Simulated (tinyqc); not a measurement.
LCCD on RHF in the sto-3g basis, frozen core, for CH3+, spin multiplicity 1, step by step. One step of it, computed by the program tinyqc.

Task: Iteration 6 (converged): orbitals. Diagonalise F' = X^T F X, C = X C', fill 4 alpha and 4 beta electrons from the bottom; D = 2 C_occ C_occ^T. Each column has its largest component positive (the first on a tie).

converged F (hartree), lower triangle:
```
             1C 1s      1C 2s     1C 2px     1C 2py     1C 2pz      2H 1s      3H 1s      4H 1s
1C 1s   -11.555677
1C 2s    -3.090144  -1.883664
1C 2px    0.000002   0.000027  -0.691815
1C 2py    0.000000   0.000000   0.000000  -0.691642
1C 2pz   -0.000145   0.002978   0.000000   0.000000  -0.205323
2H 1s    -0.580247  -0.758673  -0.566740   0.000000   0.004130  -0.687383
3H 1s    -0.580088  -0.758539   0.283539  -0.490674   0.004130  -0.176529  -0.687288
4H 1s    -0.580088  -0.758539   0.283539   0.490674   0.004130  -0.176529  -0.176679  -0.687288
```

X, lower triangle:
```
            1C 1s      1C 2s     1C 2px     1C 2py    1C 2pz      2H 1s      3H 1s     4H 1s
1C 1s    1.027793
1C 2s   -0.157893   1.293444
1C 2px   0.000005  -0.000035   1.137445
1C 2py   0.000000   0.000000   0.000000   1.137273
1C 2pz   0.000251  -0.002370   0.000000   0.000000  1.000021
2H 1s    0.023508  -0.266740  -0.279769   0.000000  0.002358   1.180884
3H 1s    0.023507  -0.266685   0.139959  -0.242167  0.002357  -0.021923   1.180818
4H 1s    0.023507  -0.266685   0.139959   0.242167  0.002357  -0.021923  -0.021895  1.180818
```

Give: F' = X^T F X; orbital energies; coefficients C; D after iteration 6.

Result:

F' = X^T F X (hartree), lower triangle:
```
         1       2       3       4       5       6       7       8
1  -11.320
2   -1.587  -0.976
3    0.000   0.000  -0.414
4    0.000   0.000   0.000  -0.414
5    0.000  -0.001   0.000   0.000  -0.205
6   -0.056  -0.378  -0.450   0.000   0.003  -0.286
7   -0.056  -0.378   0.225  -0.389   0.003  -0.038  -0.286
8   -0.056  -0.378   0.225   0.389   0.003  -0.038  -0.038  -0.286
```

orbital energies (hartree): MO1 -11.561, MO2 -1.210, MO3 -0.888, MO4 -0.888, MO5 -0.205, MO6 0.113, MO7 0.226, MO8 0.226

coefficients C:
```
           MO1     MO2     MO3     MO4     MO5     MO6     MO7     MO8
1C 1s    0.993  -0.234   0.000   0.000  -0.003  -0.204   0.000   0.000
1C 2s    0.029   0.768   0.000   0.000   0.016   1.149   0.000  -0.001
1C 2px   0.000   0.000   0.638   0.000   0.000   0.000   0.000   1.002
1C 2py   0.000   0.000   0.000   0.639   0.000   0.000   1.001   0.000
1C 2pz   0.000  -0.002   0.000   0.000   1.000  -0.019   0.000   0.000
2H 1s   -0.005   0.178   0.429   0.000  -0.007  -0.687   0.000  -0.926
3H 1s   -0.005   0.178  -0.214   0.371  -0.007  -0.686  -0.803   0.464
4H 1s   -0.005   0.178  -0.214  -0.371  -0.007  -0.686   0.803   0.464
```

D after iteration 6, lower triangle:
```
         1C 1s   1C 2s  1C 2px  1C 2py  1C 2pz   2H 1s   3H 1s  4H 1s
1C 1s    2.083
1C 2s   -0.302   1.182
1C 2px   0.000   0.000   0.815
1C 2py   0.000   0.000   0.000   0.815
1C 2pz   0.001  -0.003   0.000   0.000   0.000
2H 1s   -0.094   0.273   0.547   0.000  -0.001   0.431
3H 1s   -0.094   0.273  -0.274   0.474  -0.001  -0.120   0.431
4H 1s   -0.094   0.273  -0.274  -0.474  -0.001  -0.120  -0.120  0.431
```
